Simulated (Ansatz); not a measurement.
Predict the output of the script below (the Ansatz DFT code, driven from Python).

The script, `c3h3no.py`:
```python
"""One geometry of C3H3NO(-), method by method."""

from pathlib import Path

import ansatz as az
import numpy as np

GEOMETRY = """
N     2.43930    0.67720   -0.31290
C     1.41960    0.17680   -0.09120
C     0.12820   -0.45770    0.19000
C    -0.99320    0.29210   -0.51590
O    -1.15930    1.56040    0.04440
H    -0.04940   -0.46990    1.28650
H     0.15810   -1.50400   -0.17950
H    -1.94330   -0.27480   -0.42140
"""

mol = az.Crystal.molecule()
for line in GEOMETRY.strip().splitlines():
    symbol, *xyz = line.split()
    mol = mol.atom(symbol, [float(v) for v in xyz])

model = (
    mol.calculation()
    .basis(gaussian="cc-pVDZ")
    .charge(-1)
    .spin("collinear", total=1)
    .accuracy("high")  # preset for grids and thresholds
)

print("functional    E (Ha)        dipole (D)   HOMO (eV)  LUMO (eV)")
for name in ["pbe0", "blyp", "r2scan", "r2scan0", "hse06", "b3lyp"]:
    rep = model.functional(name).forces().orbitals().run(threads=1, runs_dir="runs").report
    lines = Path(rep["orbitals_path"]).read_text().splitlines()
    field_of = lambda key: [line.split("=")[1].strip() for line in lines if line.startswith(key)]
    orbitals = [(27.211386 * float(e), s, float(n)) for e, s, n in zip(field_of("Ene="), field_of("Spin="), field_of("Occup="))]
    homo = max(e for e, _, n in orbitals if n > 0.5)
    lumo = min(e for e, _, n in orbitals if n < 0.5)
    dipole = 4.803205 * np.linalg.norm(rep["charge_distribution"]["dipole_moment_e_ang"])
    print(f"{name:10s} {rep['free_energy_ev'] / 27.211386246:14.6f} {dipole:9.3f} {homo:11.3f} {lumo:10.3f}")
```

Output of `python c3h3no.py`:
```text
functional    E (Ha)        dipole (D)   HOMO (eV)  LUMO (eV)
pbe0          -245.753713     4.119       1.393      5.371
blyp          -245.962817     3.561       3.031      4.316
r2scan        -245.905284     3.984       2.455      4.519
r2scan0       -245.868138     4.286       1.049      5.586
hse06         -245.741587     4.105       1.795      4.977
b3lyp         -246.036153     3.982       1.712      5.065
```

Caveats:
- These settings explore the input space; basis and method may be short of convergence.
- The geometry is a force-field or estimated start, not a minimum of this method, and the basis set is short of its limit. A lower total doesn't mark the better method: functionals have no common bound, and MP2 and coupled cluster aren't variational.
- The run takes the species as open-shell (spin multiplicity 2), which needn't be its ground state.
- An ion's dipole depends on the origin; the program takes it about the centre of nuclear charge.
- b3lyp holds the VWN-RPA fit, as in Gaussian; the form of ORCA and Turbomole is b3lyp5.
- Levels such as HOMO and LUMO are orbital energies: with these approximate functionals they aren't the ionisation energy and electron affinity, and their gap isn't the fundamental gap.
- hse06 follows the composition of plane-wave codes, whose totals differ by tens of mHa, up to about 0.1 Ha, from the form usual in Gaussian-basis programs (wpbeh).
- Anions want diffuse functions, which this basis lacks.
- The whole script took 2.2 min on 1 thread of Arm Neoverse V1, on a shared host, peak memory 0.58 GiB.
